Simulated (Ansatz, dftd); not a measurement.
System: C₃H₃, charge 0, doublet. C3H3 (SMILES [CH2]C#C, doublet).
B3LYP-D3(BJ)/def2-TZVP minimum from Ansatz (an electronic-structure program):
```xyz
6

C     -0.0011     0.0113     0.1144
C     -0.0126     0.1308     1.3291
C      0.0118    -0.1223    -1.2430
H     -0.0226     0.2347     2.3859
H      0.9454    -0.1572    -1.7878
H     -0.9114    -0.1960    -1.8016
```
Charge 0, spin multiplicity 2.

Property: atomisation energy (electronic, to ground-state atoms), in kJ/mol. UHF or UKS for unpaired electrons; spin-orbit terms are left out. Cores are frozen in correlated methods. Rows without X2C or -DK are non-relativistic. CBS(X,Y): correlation extrapolated as X^-3, Hartree-Fock from the larger set (Q,5: extrapolated as (X+1)exp(-9√X)). A bracket is a step between two methods taken in the basis named. Functionals run without relativity, which enters their misses. '+ core + X2C': CCSD(T) terms for core correlation (cc-pwCVTZ) and scalar relativity (cc-pVTZ-DK). Where a partner has so few electrons that a lower coupled-cluster level is exact, that level stands in. The UHF reference of C3H3 (C#C[CH2], doublet) is spin-contaminated (<S^2> up to 0.21 over the pure value in the sets run).

| level | program | atomisation energy (kJ/mol) | difference against the last row |
|---|---|---|---|
| HF/cc-pVQZ | Ansatz | 1892.7 | -643.0 |
| CAM-B3LYP-D3(BJ)/def2-TZVPD | Ansatz + dftd3 | 2549.4 | 13.7 |
| wB97M-V/def2-TZVPD | Ansatz | 2536.1 | 0.4 |
| CCSD(T)/aug-cc-pVDZ | Ansatz | 2329.7 | -206.0 |
| CCSDT(Q)/aug-cc-pVDZ | Ansatz | 2333.5 | -202.2 |
| CCSDT(Q)/cc-pVDZ | Ansatz | 2326.1 | -209.6 |
| CCSD(T)/CBS(cc-pVQZ,cc-pV5Z) + [CCSDT(Q) - CCSD(T)]/cc-pVDZ + core + X2C | Ansatz | 2535.7 | 0.0 |
